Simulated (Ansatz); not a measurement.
C2H4FNO, SMILES `FC1NCO1`, relaxed with RKS PBE0-D4/def2-TZVP in the Gaussian-basis code of Ansatz from a PBE-D4/def2-SVP geometry. The force threshold is 0.005 eV/Å; the program also tests the step.

Charge 0, multiplicity 1.

Start:

```xyz
9

F    -0.822   -1.957    0.382
C    -0.730   -0.656   -0.038
N    -0.010    0.209    0.864
C     0.885    0.493   -0.264
O     0.226   -0.503   -1.067
H    -1.768   -0.359   -0.334
H    -0.537    0.998    1.251
H     0.795    1.516   -0.703
H     1.961    0.259   -0.092
```

Task: By how much does the energy fall, and how many steps does the optimiser take? (An estimate is asked.)

Result: Ansatz gave: 3.93 kJ/mol, in 6 steps, 1 of them rejected.

Task: Which bonds change most? (Best estimate.)

Result: Ansatz gave: C2–H6 from 1.119 to 1.097 Å; C4–H9 from 1.115 to 1.094 Å; C4–H8 from 1.117 to 1.096 Å; N3–H7 from 1.025 to 1.010 Å.

Task: Give the relaxed structure. (Estimate.)

Result: The calculation gave: 
```xyz
9

F    -0.807   -1.937    0.378
C    -0.726   -0.647   -0.039
N    -0.010    0.209    0.861
C     0.881    0.493   -0.263
O     0.219   -0.493   -1.060
H    -1.745   -0.359   -0.327
H    -0.533    0.989    1.232
H     0.788    1.496   -0.693
H     1.933    0.248   -0.089
```
